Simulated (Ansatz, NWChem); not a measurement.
## A ladder of methods for BH2ClO (SMILES OBCl)

BH2ClO: 5 atoms, total charge 0, spin state singlet. SMILES: `OBCl`. Geometry: relaxed at PBE0-D4/def2-TZVP. This is one conformer, not always the lowest.

Each level gives the vertical energy of the triplet above the singlet (eV). The values are calculated.

| level | kind | program | value (eV) | less FCI/STO-3G | CPU time (all runs) |
| --- | --- | --- | --- | --- | --- |
| HF/STO-3G | Hartree–Fock | NWChem | 6.93 | -0.94 | 3.2 s |
| revPBE/STO-3G | GGA | Ansatz | 7.22 | -0.65 | 6 s |
| r2SCAN/STO-3G | meta-GGA | Ansatz | 7.28 | -0.59 | 15 s |
| PBE0/STO-3G | global hybrid | Ansatz | 7.47 | -0.40 | 8.5 s |
| CAM-B3LYP/STO-3G | range-separated hybrid | Ansatz | 7.59 | -0.28 | 7.1 s |
| MP2/STO-3G | perturbation theory | Ansatz | 7.91 | +0.04 | 0.4 s |
| BCCD(T)/STO-3G | coupled cluster or CI | Ansatz | 7.87 | 0.00 | 0.77 s |
| CCSD(T)/STO-3G | coupled cluster or CI | Ansatz | 7.87 | 0.00 | 0.63 s |
| FCI/STO-3G | exact in the basis | Ansatz | 7.87 | 0.00 | 49 s |

FCI/STO-3G is exact within its basis and frozen core, so for wave-function methods in that basis the difference is their error; functionals converge differently with the basis, so for them it is only a difference. The values span 6.93 to 7.91 eV. A triplet this far above the singlet is often a Rydberg-like or dissociative state; sets without diffuse functions put Rydberg states too high. All rows use very small basis sets, so none should be taken for the real molecule's value. In so small a basis fixed costs decide the times, and correlated methods can beat functionals. CPU times are rough (shared hosts, several kinds of processor and program).
